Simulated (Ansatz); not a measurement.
Relaxation of H₆OSi (8 atoms, charge 0, multiplicity 1), to a largest force component of 0.03 eV/Å in at most 50 steps.

Theory: RKS PBE/def2-mTZVP (Ansatz 0.2.0).

```xyz
8
Properties=species:S:1:pos:R:3
Si 0.373 -0.217 -0.417
O -0.485 -0.154 2.337
H -1.105 -0.862 2.593
H 1.071 -0.339 -1.740
H 0.074 1.222 -0.169
H -0.869 -1.044 -0.471
H 1.293 -0.749 0.606
H 0.379 -0.626 2.228
```

Q: Where does it end, and by what steps?

A: The forces met the threshold. The force dipped under the threshold on the way, but the program's further checks kept it going. After 12 steps the energy has fallen by 0.091 eV; H8 moved furthest, 0.73 Å.

| step | energy less start (eV) | largest force component (eV/Å) | accepted |
| --- | --- | --- | --- |
| 0 | 0.0000 | 0.612 | yes |
| 1 | -0.0625 | 0.311 | yes |
| 2 | -0.0548 | 0.449 | no |
| 3 | -0.0741 | 0.233 | yes |
| 4 | -0.0820 | 0.120 | yes |
| 5 | -0.0882 | 0.063 | yes |
| 6 | -0.0901 | 0.011 | yes |
| 7 | -0.0864 | 0.492 | no |
| 8 | -0.0905 | 0.046 | yes |
| 9 | -0.0905 | 0.161 | no |
| 10 | -0.0910 | 0.003 | yes |
| 11 | -0.0910 | 0.060 | no |
| 12 | -0.0910 | 0.021 | yes |

```xyz
8
Properties=species:S:1:pos:R:3
Si 0.447 -0.221 -0.575
O -0.529 -0.176 2.483
H -1.227 -0.857 2.503
H 0.913 -0.279 -1.999
H 0.153 1.199 -0.224
H -0.782 -1.064 -0.454
H 1.536 -0.768 0.292
H 0.219 -0.602 2.942
```

The run took 14 s on 1 thread of Arm Neoverse V2, on a shared host, peak memory 0.11 GiB.
